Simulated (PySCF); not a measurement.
1-hexyne, C₆H₁₀.
Numbering: `[CH:1]#[C:2][CH2:3][CH2:4][CH2:5][CH3:6]` (hydrogens: H7 on C1; H8, H9 on C3; H10, H11 on C4; H12, H13 on C5; H14, H15, H16 on C6)

Structure used (PBE0-D3(BJ)/def2-SVP), in Å, numbered top down from 1:
```
atom  x, y, z in Å
C1     2.9541    1.1321   -0.1565
C2     2.2235    0.1690   -0.0770
C3     1.3304   -0.9807    0.0099
C4    -0.1048   -0.6834   -0.4363
C5    -0.8173    0.3428    0.4327
C6    -2.2275    0.6518   -0.0438
H7     3.6073    1.9819   -0.2232
H8     1.3260   -1.3484    1.0512
H9     1.7485   -1.7993   -0.5997
H10   -0.6699   -1.6312   -0.4314
H11   -0.0905   -0.3362   -1.4834
H12   -0.8471   -0.0242    1.4740
H13   -0.2185    1.2690    0.4562
H14   -2.7223    1.3879    0.6076
H15   -2.8552   -0.2540   -0.0585
H16   -2.2212    1.0638   -1.0657
```

Computed with core-valence-separated Tamm–Dancoff BHandHLYP/aug-pcX-1 (pcseg-1 on H) in PySCF, non-relativistic, gas phase, PBE0-D3(BJ)/def2-SVP geometry. No empirical shift is added; at this level the pattern usually sits a few eV under experiment.

Task: List the carbon K-edge absorption lines.

Result: 
```json
{"E (eV)": "283.63", "f": "0.0709", "core hole on": "C1", "main final orbital": "spread", "polarisation": "across the triple bond"}
{"E (eV)": "283.72", "f": "0.0754", "core hole on": "C2", "main final orbital": "spread", "polarisation": "across the triple bond"}
{"E (eV)": "283.74", "f": "0.0843", "core hole on": "C1 + C2", "main final orbital": "spread (2 roots, f summed)", "polarisation": "–"}
{"E (eV)": "285.27", "f": "0.0084", "core hole on": "C6", "main final orbital": "LUMO+1 (66 %)", "polarisation": "–"}
{"E (eV)": "285.56", "f": "0.0166", "core hole on": "C5", "main final orbital": "LUMO (30 %)", "polarisation": "–"}
{"E (eV)": "285.64", "f": "0.0157", "core hole on": "C4", "main final orbital": "LUMO (65 %)", "polarisation": "–"}
{"E (eV)": "285.64", "f": "0.0087", "core hole on": "C1", "main final orbital": "LUMO+2 (42 %)", "polarisation": "along the triple bond"}
{"E (eV)": "285.99", "f": "0.0519", "core hole on": "C6", "main final orbital": "spread (2 roots, f summed)", "polarisation": "–"}
{"E (eV)": "286.06", "f": "0.0136", "core hole on": "C3", "main final orbital": "LUMO (75 %)", "polarisation": "–"}
{"E (eV)": "286.14", "f": "0.0190", "core hole on": "C5", "main final orbital": "LUMO+2 (32 %)", "polarisation": "–"}
{"E (eV)": "286.22", "f": "0.0286", "core hole on": "C4", "main final orbital": "LUMO+3 (34 %)", "polarisation": "–"}
{"E (eV)": "286.34", "f": "0.0033", "core hole on": "C2", "main final orbital": "LUMO (50 %)", "polarisation": "along the triple bond"}
{"E (eV)": "286.43", "f": "0.0236", "core hole on": "C3", "main final orbital": "LUMO+3 (37 %)", "polarisation": "–"}
{"E (eV)": "286.43", "f": "0.0035", "core hole on": "C1", "main final orbital": "LUMO (34 %)", "polarisation": "along the triple bond"}
{"E (eV)": "286.53", "f": "0.0025", "core hole on": "C6", "main final orbital": "LUMO (36 %)", "polarisation": "–"}
{"E (eV)": "286.56", "f": "0.0006", "core hole on": "C5", "main final orbital": "LUMO+1 (31 %)", "polarisation": "–"}
{"E (eV)": "286.59", "f": "0.0065", "core hole on": "C5", "main final orbital": "LUMO+1 (42 %)", "polarisation": "–"}
{"E (eV)": "286.76", "f": "0.0080", "core hole on": "C4", "main final orbital": "LUMO+1 (50 %)", "polarisation": "–"}
{"E (eV)": "286.85", "f": "0.0032", "core hole on": "C4", "main final orbital": "LUMO+2 (34 %)", "polarisation": "–"}
{"E (eV)": "286.87", "f": "0.0049", "core hole on": "C1", "main final orbital": "spread", "polarisation": "across the triple bond"}
{"E (eV)": "286.92", "f": "0.0069", "core hole on": "C1", "main final orbital": "LUMO+3 (35 %)", "polarisation": "across the triple bond"}
{"E (eV)": "287.04", "f": "0.0061", "core hole on": "C6", "main final orbital": "spread", "polarisation": "–"}
{"E (eV)": "287.05", "f": "0.0191", "core hole on": "C4", "main final orbital": "LUMO+7 (39 %)", "polarisation": "–"}
{"E (eV)": "287.11", "f": "0.0004", "core hole on": "C3", "main final orbital": "spread", "polarisation": "–"}
{"E (eV)": "287.13", "f": "0.0008", "core hole on": "C2", "main final orbital": "LUMO+2 (61 %)", "polarisation": "–"}
```

The first line with a tenth or more of the strongest one's intensity is at 283.63 eV (f = 0.071), with the hole on C1 (terminal alkyne carbon), polarised across the triple bond: a 1s→π* resonance. The strongest listed is at 283.74 eV (f = 0.084, sum of 2; C1 + C2).

Roots within 0.03 eV whose holes lie on the same, on equivalent or on shared atoms are summed into one line, and the highest roots are left out, as the search may have cut off their partners. Final orbitals are the ground state's empty Kohn–Sham orbitals. A dash: too weak, shared between unlike atoms, or no plane or axis to refer to.

Task: What are the wavelength and the wavenumber of the 286.43 eV line?

Result: λ = 12398.42 eV Å/286.43 eV = 43.286 Å; 2.3102 × 10⁶ cm⁻¹.

The ionisation thresholds weren't computed; near and above them a finite basis only mimics Rydberg series and continuum.

One conformer stands for the species.
